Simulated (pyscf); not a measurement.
Structures and frequencies: ωB97X-D3(BJ)/def2-SVP in PySCF.

SMILES: C[Si](C)(Cl)C
```xyz
14

C     -1.6828    -0.5489    -1.7081
Si    -0.0062    -0.3219    -0.9115
C      0.7883     1.2908    -1.4267
C     -0.1006    -0.4788     0.9496
Cl     1.2217    -1.8666    -1.6017
H     -2.3780     0.2422    -1.3809
H     -1.6039    -0.5053    -2.8058
H     -2.1173    -1.5235    -1.4356
H      0.8834     1.3482    -2.5225
H      0.1817     2.1473    -1.0881
H      1.7951     1.3883    -0.9911
H     -0.7364     0.3160     1.3741
H      0.9007    -0.3964     1.4007
H     -0.5265    -1.4522     1.2397
```

Task: What is the homolytic dissociation enthalpy (298 K, ωB97M-D3(BJ)/def2-TZVP) of the Cl–Si bond of H₃C–Si(CH₃)(CH₃)–Cl, to H₃C–Si•(CH₃)–CH₃ + Cl•?

Result: Cl–Si to H₃C–Si•(CH₃)–CH₃ + Cl•: 5.19 eV. The 7 functionals that were run give +4.94 (B3LYP-D3(BJ)) to +5.22 eV (ωB97X-D3(BJ)). Other isomers of H₃C–Si•(CH₃)–CH₃ were not searched in full and may lie lower. Left out: the spin-orbit lowering of Cl.
